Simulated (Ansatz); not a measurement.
Ansatz (a program for electronic structure) input (revPBE/def2-TZVPD):

Ansatz 0.2 input:
```yaml
crystal:
  periodic: [false, false, false]
  atoms:
    - {symbol: C, position_ang: [-0.96142764, -0.07408188, 0.00453613]}
    - {symbol: O, position_ang: [-0.85735742, -1.25548595, -0.00924374]}
    - {symbol: O, position_ang: [-0.05212715, 0.87060609, 0.01001768]}
    - {symbol: C, position_ang: [1.34142425, 0.42227939, -0.00276589]}
    - {symbol: H, position_ang: [1.93434146, 1.33069918, 0.00407556]}
    - {symbol: H, position_ang: [1.53575754, -0.18039527, 0.88215728]}
    - {symbol: H, position_ang: [1.52579788, -0.16045005, -0.90304583]}
basis:
  gaussian:
    orbitals: def2-TZVPD
hamiltonian:
  xc: {name: revPBE}
magnetization: {spin_polarized: true, initial_magnetization: 1}
output: {forces: true}
```

Output:

```
Functional definition: revPBE
integrals: 0.07 GiB planned
869 factors; their error is unknown
mean field: 0.82 GiB planned
mean field evaluation 1: about -6209.0352 eV, gradient 4.3e1 eV
mean field evaluation 2: about -6190.4790 eV, gradient 8.1e1 eV
mean field evaluation 4: about -6215.8186 eV, gradient 7.4e0 eV
mean field evaluation 8: about -6216.0156 eV, gradient 7.8e-2 eV
mean field evaluation 16: about -6215.9917 eV, gradient 3.2e-5 eV
mean field -6215.99172844 eV, -228.4334826697 hartree, gradient 3.2e-5 eV, S^2 0.752861; 0 other end points of the search recorded, 0 dependent functions left out
the calculation of the forces begins
reference -6215.99179321 eV, -228.4334850499 hartree; 16, 15 occupied and 165, 166 virtual orbitals, 869 factors
Total energy: -6215.99179321 eV, -228.4334850499 hartree
Atom 0 at    -0.961428    -0.074082     0.004536 Å, force    -0.444298     0.758485     0.010953 eV/Å
Atom 1 at    -0.857357    -1.255486    -0.009244 Å, force    -0.024971    -1.357326    -0.015025 eV/Å
Atom 2 at    -0.052127     0.870606     0.010018 Å, force    -0.043944     0.729231     0.008393 eV/Å
Atom 3 at     1.341424     0.422279    -0.002766 Å, force     0.149392    -0.048276    -0.001373 eV/Å
Atom 4 at     1.934341     1.330699     0.004076 Å, force     0.191148     0.267643     0.001924 eV/Å
Atom 5 at     1.535758    -0.180395     0.882157 Å, force     0.087801    -0.177812     0.260137 eV/Å
Atom 6 at     1.525798    -0.160450    -0.903046 Å, force     0.084872    -0.171945    -0.265008 eV/Å
Dipole moment:     0.513712     0.208649    -0.000535 e Å
```

It need not be the lowest isomer of its formula.
